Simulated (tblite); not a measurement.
Thiirane, C₂H₄S.
SMILES: `C1CS1`

All values are computed: GFN2-xTB (tblite) harmonic vibrations without scaling, gas phase. This tight-binding method is rough: wavenumbers can miss measured ones by several per cent, in bad cases by 10 to 20.

Harmonic wavenumbers (cm⁻¹): 694.0, 726.5, 814.6, 863.5, 924.3, 1022.5, 1036.1, 1129.8, 1184.1, 1408.6, 1442.0, 3052.8, 3059.8, 3060.4, 3078.4.

A = 22079, B = 11065, C = 8166 MHz; mass 60.003 u (most abundant isotopes); point group C2v, symmetry number 2.

Zero-point energy?

Half the sum of the wavenumbers: 11749 cm⁻¹ = 33.59 kcal/mol.

Give the ideal-gas entropy at 273.15 K and 1 bar in the rigid-rotor, harmonic-oscillator model (classical rotation).

Translation 37.79, rotation 20.97, vibration 1.01: S = 59.8 cal/(mol K).

And Cp and H(273.15 K) − H(0)?

Cp = 11.64 cal/(mol K), of which vibrations give 3.69 (their classical limit is 15 R = 29.8); H(273.15 K) − H(0) = 2.40 kcal/mol without the zero-point energy, 0.22 from vibrations.

Which modes carry the vibrational entropy at 273.15 K?

694.0 cm⁻¹: 0.24; 726.5 cm⁻¹: 0.21; 814.6 cm⁻¹: 0.15; 863.5 cm⁻¹: 0.12; 924.3 cm⁻¹: 0.09; 1022.5 cm⁻¹: 0.06 cal/(mol K); the other 9 give 0.14 together.

What must be added to the electronic energy to get the Gibbs energy at 273.15 K and 1 bar?

ZPE + [H(273.15 K) − H(0)] − T·S = 33.59 + 2.40 − 16.32 = 19.67 kcal/mol.
